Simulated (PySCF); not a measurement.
Compound: C₅H₆ (charge +1 and doublet state).
Atom-mapped SMILES: `[CH2+:1][CH:2][C:3]#[C:4][CH3:5]` (hydrogens: H6, H7 on C1; H8 on C2; H9, H10, H11 on C5)

Structure used (GFN2-xTB), in Å, numbered top down from 1:
```xyz
11
C5H6 angstrom
C      2.486    0.346   -0.142
C      1.466   -0.408   -0.647
C      0.156   -0.240   -0.251
C     -1.018   -0.109    0.092
C     -2.355    0.045    0.493
H      2.308    1.123    0.586
H      3.504    0.184   -0.463
H      1.659   -1.179   -1.387
H     -2.447    0.672    1.381
H     -2.826   -0.935    0.639
H     -2.928    0.505   -0.326
```

The hyperfine couplings belong to this conformer and change with its torsions.

Method used: PySCF 2.14.0, UKS B3LYP, pcH-1 on C H, non-relativistic, mean-field spin-orbit, GIAO. One conformer (not necessarily the lowest) at the GFN2-xTB geometry, without solvent, vibrations or thermal averaging. A GFN2-xTB geometry isn't a minimum of the functional, and hyperfine couplings can be far from their values at a DFT geometry, by a factor of two or more for some ions and for spin on atoms past the first row. Stability of the SCF solution: not tested.

Q: Predict the first-order ENDOR lines of H9/H10/H11, H7, H6 and H8 under fast tumbling at B = 3343.3 mT (W band).

A: ν± = |νn ± a/2|, one line for each electron-spin manifold; νn = |g_N| × 7.62259 MHz/T × B.

| nuclei | isotope | g_N | νn (MHz) | a_iso (MHz) | lower line (MHz) | upper line (MHz) |
| --- | --- | --- | --- | --- | --- | --- |
| H9/H10/H11 | 1H | 5.5857 | 142.35 | 59.75 | 112.47 | 172.23 |
| H7 | 1H | 5.5857 | 142.35 | -31.29 | 126.70 | 157.99 |
| H6 | 1H | 5.5857 | 142.35 | -30.29 | 127.21 | 157.49 |
| H8 | 1H | 5.5857 | 142.35 | -5.39 | 139.65 | 145.04 |

Q: Which pairs are centred on the nuclear Larmor frequency, and which on half the coupling?

A: Centred on νn, since |a| < 2νn: H9/H10/H11, H7, H6 and H8. No pair has |a| > 2νn.

Q: At what field would the lower line of H9/H10/H11 fall to zero frequency?

A: Where νn = |a|/2, that is B = 29.88 MHz/(5.5857 × 7.62259 MHz/T) = 702 mT, as far as first order holds there.

Means are taken over nuclei equivalent by connectivity, which assumes that they swap fast. H6 and H7 aren't averaged: C1 is flat or nearly so (angle sum 360°), and its turn about the short C1–C2 bond (1.37 Å) is taken as slow. The three 1H nuclei of mean +59.8 MHz run from 6.3 to 111.7 MHz in the frozen geometry.

On an Arm Neoverse V2 with one thread, no GPU (shared host), this took 18 s wall (with the writing of density and orbital grids) and 0.69 GiB of memory at its peak.

The SMILES draws the unpaired electron on C2; the largest computed Mulliken spin population is on C1 (0.47 against 0.04).
